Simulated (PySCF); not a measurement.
5-fluoropent-1-ene, C₅H₉F.
Bonds: C1–C2 (double), C2–C3, C3–C4, C4–C5, C5–F6. Hydrogens: H7, H8 on C1; H9 on C2; H10, H11 on C3; H12, H13 on C4; H14, H15 on C5.

The same species was optimised twice, with GFN2-xTB and with PBE0-D3(BJ)/def2-SVP (PySCF), and the same property calculations (PySCF, gas phase) were run on both structures.

```tsv
coordinate	GFN2-xTB	PBE0-D3(BJ)/def2-SVP	change
C1=C2 (Å)	1.319	1.334	+0.015
C4–C5 (Å)	1.521	1.510	-0.011
C3–C4 (Å)	1.532	1.527	-0.005
C2–C3 (Å)	1.495	1.495	0.000
C5–F6 (Å)	1.375	1.376	+0.001
C2–C3–C4 (°)	111.1	113.0	+1.9
C3–C4–C5 (°)	111.9	112.9	+1.0
C1–C2–C3 (°)	124.6	125.6	+1.0
C4–C5–F6 (°)	110.5	110.2	-0.3
C1–C2–C3–C4 (°)	122	120	-2
C2–C3–C4–C5 (°)	178	174	-4
C3–C4–C5–F6 (°)	-66	-61	+5
```

Rotational constants: A = 12021, B = 1402, C = 1360 MHz (GFN2-xTB) against A = 11717, B = 1410, C = 1360 MHz (PBE0-D3(BJ)/def2-SVP). Point groups within 0.08 Å: C1 and C1.

On the GFN2-xTB structure: HOMO (eV) -7.49 [PBE0/pcSseg-1]; LUMO (eV) 0.44 [PBE0/pcSseg-1]; dipole (D) 1.61 [PBE0/pcSseg-1]; GIAO shielding of C1 (ppm) 65.8 [PBE0/pcSseg-1]; GIAO shielding of C2 (ppm) 38.5 [PBE0/pcSseg-1]; GIAO shielding of C3 (ppm) 148.9 [PBE0/pcSseg-1]; GIAO shielding of C4 (ppm) 150.2 [PBE0/pcSseg-1]; GIAO shielding of C5 (ppm) 100.1 [PBE0/pcSseg-1]; GIAO shielding of F6 (ppm) 423.0 [PBE0/pcSseg-1].

Q: What do these properties become on the PBE0-D3(BJ)/def2-SVP structure?

A: 
```
                                    property          level  on GFN2-xTB  on PBE0-D3(BJ)/def2-SVP  change
                                   HOMO (eV)  PBE0/pcSseg-1        -7.49                    -7.44   +0.05
                                   LUMO (eV)  PBE0/pcSseg-1         0.44                     0.36   -0.08
                                  dipole (D)  PBE0/pcSseg-1         1.61                     1.61    0.00
energy, GFN2-xTB geometry as zero (kcal/mol)  PBE0/pcSseg-1          0.0                     -0.6    -0.6
                  GIAO shielding of C1 (ppm)  PBE0/pcSseg-1         65.8                     61.6    -4.2
                  GIAO shielding of C2 (ppm)  PBE0/pcSseg-1         38.5                     35.9    -2.6
                  GIAO shielding of C3 (ppm)  PBE0/pcSseg-1        148.9                    149.4    +0.5
                  GIAO shielding of C4 (ppm)  PBE0/pcSseg-1        150.2                    149.9    -0.3
                  GIAO shielding of C5 (ppm)  PBE0/pcSseg-1        100.1                    100.8    +0.7
                  GIAO shielding of F6 (ppm)  PBE0/pcSseg-1        423.0                    422.1    -0.9
```

The heavy atoms differ by 0.038 Å rms after alignment. Among bonds between heavy atoms C1=C2 changes most (+0.015 Å). Changes are differences of the printed values. Neither structure is proved a minimum here.

Shape of the structure used: `[CH2:1]=[CH:2][CH2:3][CH2:4][CH2:5][F:6]`: C1–C2–C3–C4 120°, C2–C3–C4–C5 174°, C3–C4–C5–F6 -61°.
